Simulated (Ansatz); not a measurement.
Basis-set series for BH3OSi (`B1O[SiH2]1`). Total charge 0; spin multiplicity 1. All single points use the PBE0-D4/def2-TZVP geometry.

```json
{"functional": "PBE0-D4", "basis": "def2-SVP", "functions": "61", "energy (Eh)": "-390.96382", "HOMO (eV)": "-7.11", "LUMO (eV)": "-0.82"}
{"functional": "PBE0-D4", "basis": "def2-QZVPP", "functions": "274", "energy (Eh)": "-391.20304", "HOMO (eV)": "-7.12", "LUMO (eV)": "-1.07"}
{"functional": "ωB97M-V", "basis": "def2-SVP", "functions": "61", "energy (Eh)": "-391.14108", "HOMO (eV)": "-9.20", "LUMO (eV)": "1.37"}
{"functional": "ωB97M-V", "basis": "def2-QZVPP", "functions": "274", "energy (Eh)": "-391.38304", "HOMO (eV)": "-9.25", "LUMO (eV)": "0.80"}
```

(1) Give the rows for def2-TZVPP. (An estimate is asked.)

## Answers

(1) Ansatz gave: 
| functional | basis | functions | energy (Eh) | HOMO (eV) | LUMO (eV) |
| --- | --- | --- | --- | --- | --- |
| PBE0-D4 | def2-TZVPP | 146 | -391.18709 | -7.11 | -1.01 |
| ωB97M-V | def2-TZVPP | 146 | -391.36830 | -9.24 | 1.00 |

Positive LUMOs are unbound and depend on the basis.
